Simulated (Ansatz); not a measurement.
# CH3FSi (SMILES FC=[SiH2]): a rigid scan of the bond length Si3–H6

One table from this session's results is given with a row withheld; the runs are named, their logs left out.

The runs use Ansatz 0.2.0, Gaussian basis; single points in def2-TZVPP.

Levels: PBE-D4, r2SCAN-D4, PBE0-D4, B3LYP-D4, wB97M-V, Hartree-Fock, MP2, CCSD, CCSD(T). The scan takes 1.209, 1.271, 1.362, 1.468, 1.586, 1.713, 1.848, 1.989, 2.137 Å.

Correlated methods freeze the cores. B3LYP uses VWN-RPA correlation.

27 further runs of the same task are left out: 27 set aside as unsound or not needed.

### Where the work starts

The minimum, relaxed at PBE0-D4: SMILES `FC=[SiH2]`, 6 atoms, charge 0, spin multiplicity 1.

Atoms are counted from 1 here; the program's logs count them from 0.

Bond lengths: F1–C2 1.342 Å, C2–Si3 1.720 Å, C2–H4 1.087 Å, Si3–H5 1.473 Å, Si3–H6 1.474 Å. Angles: F1–C2–Si3 125.2°, F1–C2–H4 112.1°, Si3–C2–H4 122.7°, C2–Si3–H5 117.3°, C2–Si3–H6 123.3°, H5–Si3–H6 119.4°.

As a file:

```mol
CH3FSi
  3D, bonds by distance, orders not assigned

  6  5  0  0  0  0  0  0  0  0999 V2000
   -0.5433   -1.6573    0.9268 F   0  0
   -0.2443   -0.8406   -0.0954 C   0  0
    0.2355    0.8038    0.0569 Si  0  0
   -0.3389   -1.3388   -1.0574 H   0  0
    0.5239    1.5416   -1.1850 H   0  0
    0.3670    1.4914    1.3541 H   0  0
  1  2  8  0
  2  3  8  0
  2  4  8  0
  3  5  8  0
  3  6  8  0
M  END
```

Energies of the minimum (eV), from earlier single points: PBE-D4 -11672.01801, r2SCAN-D4 -11677.44588, PBE0-D4 -11672.71529, B3LYP-D4 -11680.81993, wB97M-V -11678.04945, CCSD(T) -11661.31709.

At the minimum the bond length Si3–H6 is 1.474 Å.

Set-up of the first run:

ccsdt-tzvpp/in.yaml

```yaml
crystal:
  periodic: [false, false, false]
  atoms:
    - {symbol: F, position_ang: [-0.543265, -1.657329, 0.926803]}
    - {symbol: C, position_ang: [-0.244273, -0.840623, -0.095397]}
    - {symbol: Si, position_ang: [0.235539, 0.803768, 0.056922]}
    - {symbol: H, position_ang: [-0.338888, -1.338806, -1.057391]}
    - {symbol: H, position_ang: [0.523888, 1.541554, -1.185047]}
    - {symbol: H, position_ang: [0.343360, 1.367781, 1.120851]}
basis:
  gaussian: {orbitals: def2-TZVPP}
correlation: {method: ccsd_t}
```

No record of the launch command was kept for these runs.

Steps of the session up to this table: Si3–H6 = 1.209 Å; Si3–H6 = 1.271 Å; Si3–H6 = 1.362 Å; Si3–H6 = 1.468 Å; Si3–H6 = 1.586 Å; Si3–H6 = 1.713 Å; Si3–H6 = 1.848 Å; Si3–H6 = 1.989 Å; Si3–H6 = 2.137 Å.

One of the session's tables, all rows but one given; the rest of the session is left out.

It belongs to the step «The curves». Energies less that of the minimum at the same level (meV):

```
bond length (Å)  PBE-D4  PBE0-D4  B3LYP-D4  wB97M-V  Hartree-Fock
          1.209    1033      999       959      947           962
          1.271     558      529       501      490           495
          1.362     157      139       126      119           116
          1.468       ?        ?         ?        ?             ?
1.474 (minimum)       0        0         0        0             0
          1.586      80      101       110      120           134
          1.713     339      388       401      426           467
          1.848     714      798       805      859           939
          1.989    1160     1282      1281     1361          1492
          2.137    1641     1806      1794     1899          2091
```

Q: Estimate the row for bond length (Å) = 1.468 from the others.

**Answer.** PBE-D4: 1; PBE0-D4: 0; B3LYP-D4: 0; wB97M-V: -1; Hartree-Fock: -1.

Caveats from the session: A polynomial through the near points puts the CCSD(T) minimum 0.006 Å below the PBE0-D4 value.
